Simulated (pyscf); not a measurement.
Structures and frequencies: ωB97X-D3(BJ)/def2-SVP in PySCF. Correlated levels are frozen-core, on RHF or UHF. ΔMP2 is the change of the MP2 total energy from the triple- to the quadruple-zeta basis.

**Question.** For the elementary gas-phase step HC≡C–CH₃ (SMILES C#CC) + NH₃ (SMILES N) → H₂C=C=CH₂ (SMILES C=C=C) + NH₃ (SMILES N) (singlet surface; C–H, H–N broken, C–H, H–N formed), what barrier and reaction energy does CCSD(T)/def2-TZVPP + ΔMP2(QZVPP) give, measured from the separated reactants?

**Answer.** ΔE‡ = 2.03 eV, ΔE = +0.06 eV. Zero-point energy shifts the barrier by -0.03 eV. It is a concerted two-bond exchange, with an imaginary mode of 621i cm⁻¹. One saddle was located; it need not be the lowest between these sides. The CCSD(T) − MP2 part came from Ansatz, without density fitting, on the same reference.
